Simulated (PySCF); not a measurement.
# NaSi⁺ from Hartree–Fock to correlated methods

State: ³Π (triplet), unpaired electrons σ ↑, π ↑. Set-up: Na 3-21G, Si 3-21G; no relativity (PySCF 2.14). De refers to Na⁺ + Si in their high-spin ground configurations, without counterpoise correction. The functionals are run spin-unrestricted. A positive dipole points towards Si; it is taken about the centre of mass and depends on that origin.

```csv
Level,Re (Å),ωe (cm⁻¹),De (eV),μ (D)
UHF,3.308,133,0.454,-6.51
UHF-MP2,3.306,136,0.491,n/a
UHF-SCS-MP2,3.305,137,0.492,n/a
UHF-CCSD,3.311,138,0.51,n/a
UHF-CCSD(T),3.311,138,0.51,n/a
PBE,3.252,136,0.58,-5.83
revPBE,3.280,134,0.57,-5.91
PW91,3.228,140,0.62,-5.68
r²SCAN,3.291,132,0.485,-6.32
PBE0,3.248,138,0.53,-6.07
BHandHLYP,3.212,142,0.55,-5.99
CAM-B3LYP,3.206,142,0.56,-5.97
```

Question: Which functional lies closest to UHF-CCSD(T) in De, which farthest, and by how much do they differ from it?

Answer: Closest is PBE0 (-6.3 pm in Re, +0.0 % in ωe, +0.02 eV in De against UHF-CCSD(T) in the same basis), farthest PW91 (-8.3 pm in Re, +1.4 % in ωe, +0.11 eV in De). CCSD(T) converges more slowly with the basis than the functionals do and binds too weakly in this one, so the order can change at the basis-set limit.

Question: What does a quarter of exact exchange do here, going from PBE to PBE0?

Answer: PBE0 less PBE: -0.4 pm in Re, +1.5 % in ωe, -0.05 eV in De. Exact exchange removes part of the self-interaction that spreads semilocal densities, and in most molecules shortens and stiffens the bond and lowers De; so it does here.

Question: What does the step from GGA to meta-GGA do here, going from PBE to r²SCAN?

Answer: r²SCAN less PBE: +3.9 pm in Re, -2.9 % in ωe, -0.09 eV in De. 

Correlated steps freeze 6 core orbitals. For an ion De counts to the pair picked by the measured ionisation energies or electron affinities, which need not be the lowest pair at this level. 3-21G is very small, so such numbers show the basis as much as the molecule. The state is the lowest determinant that a PBE0 search found; another state may lie lower at other levels.

The whole job (state search and all levels along the bond) took about 0.61 min on 1 thread of Arm Neoverse V2 (shared host), peak memory 0.35 GiB.
